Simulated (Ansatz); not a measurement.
# C₄H₅N: one species, many methods

The task here is to estimate one member of a computed series from the others.

The runs use Ansatz 0.2.0, Gaussian basis; functionals in def2-TZVPP, the program's frozen cores in correlated methods.

Plan: LDA (SPW92), PBE-D4, revPBE-D4, BLYP-D4, r2SCAN-D4, B97M-V, PBE0-D4, B3LYP-D4, r2SCANh-D4, r2SCAN0-D4, HSE06-D4, BHLYP-D4, CAM-B3LYP-D4, LC-ωPBE, ωB97X-V, ωB97M-V, B2PLYP, PBE-QIDH; CCSD(T)/def2-SVP; CCSD(T)/def2-TZVPP; MP2/def2-QZVPP; extrapolation to the limit; RPA on PBE.

### Structure used throughout

All runs share one geometry, relaxed beforehand with PBE0-D4 in a triple-zeta def2 set.

SMILES `CC=C=C=N`, 10 atoms, charge 0, spin multiplicity 1.

Atoms are counted from 1 here; the program's logs count them from 0.

Bond lengths: C1–C2 1.490 Å, C1–H6 1.095 Å, C1–H7 1.089 Å, C1–H8 1.095 Å, C2–C3 1.313 Å, C2–H9 1.092 Å, C3–C4 1.269 Å, C4–N5 1.233 Å, N5–H10 1.019 Å. Angles: C2–C1–H6 110.2°, C2–C1–H7 111.7°, C2–C1–H8 110.2°, H6–C1–H7 109.1°, H6–C1–H8 106.4°, H7–C1–H8 109.1°, C1–C2–C3 125.5°, C1–C2–H9 115.9°, C3–C2–H9 118.6°, C2–C3–C4 178.2°, C3–C4–N5 173.4°, C4–N5–H10 114.3°.

Set-up of the first run:

The input, in.yaml:

```yaml
crystal:
  periodic: [false, false, false]
  atoms:
    - {symbol: C, position_ang: [-1.316755, -1.070596, 0.283043]}
    - {symbol: C, position_ang: [-0.327901, -0.112128, 0.852107]}
    - {symbol: C, position_ang: [0.593889, 0.526906, 0.168784]}
    - {symbol: C, position_ang: [1.471454, 1.126520, -0.525310]}
    - {symbol: N, position_ang: [2.366093, 1.769925, -1.079452]}
    - {symbol: H, position_ang: [-2.336652, -0.727594, 0.486736]}
    - {symbol: H, position_ang: [-1.189087, -1.188836, -0.792050]}
    - {symbol: H, position_ang: [-1.216710, -2.048753, 0.765196]}
    - {symbol: H, position_ang: [-0.393310, 0.058116, 1.928549]}
    - {symbol: H, position_ang: [2.432179, 1.615338, -2.084702]}
basis:
  gaussian: {orbitals: def2-TZVPP}
hamiltonian: {xc: lda}
output: {orbitals: {seedname: orbitals}}
```

The run is started by

```
> ansatz run in.yaml --threads 2 --pin off --events-out ev --progress --plain --max-ram 4352MiB
```

Among the steps run: LDA; PBE-D4 (GGA); revPBE-D4 (GGA); BLYP-D4 (GGA); r2SCAN-D4 (meta-GGA); B97M-V (meta-GGA); B3LYP-D4 (hybrid); r2SCANh-D4 (hybrid); r2SCAN0-D4 (hybrid); HSE06-D4 (hybrid); BHLYP-D4 (hybrid); CAM-B3LYP-D4 (range-separated); LC-ωPBE (range-separated); ωB97X-V (range-separated); ωB97M-V (range-separated); B2PLYP (double hybrid); PBE-QIDH (double hybrid).

One of the session's tables, all rows but one given; the rest of the session is left out.

It belongs to the step «Frontier levels by functional». 

```
  functional  HOMO (eV)  LUMO (eV)  gap (eV)
 LDA (SPW92)      -5.46      -2.92      2.54
      PBE-D4      -5.33      -2.69      2.64
   revPBE-D4      -5.28      -2.61      2.66
     BLYP-D4      -5.21      -2.54      2.67
   r2SCAN-D4      -5.52      -2.58      2.95
      B97M-V      -5.60      -2.44      3.16
     PBE0-D4          ?          ?         ?
    B3LYP-D4      -6.34      -2.00      4.33
  r2SCANh-D4      -5.98      -2.25      3.73
  r2SCAN0-D4      -6.67      -1.76      4.92
    HSE06-D4      -6.14      -2.19      3.95
    BHLYP-D4      -7.65      -0.75      6.90
CAM-B3LYP-D4      -7.86      -0.70      7.16
     LC-ωPBE      -9.18       0.36      9.54
     ωB97X-V      -8.83       0.34      9.17
     ωB97M-V      -8.73       0.29      9.02
```

Q: Estimate the row for PBE0-D4 from the others.

The run gave: HOMO (eV): -6.54; LUMO (eV): -1.81; gap (eV): 4.73. In the column «HOMO (eV)» it lies between r2SCAN0-D4 (-6.67) and B3LYP-D4 (-6.34).
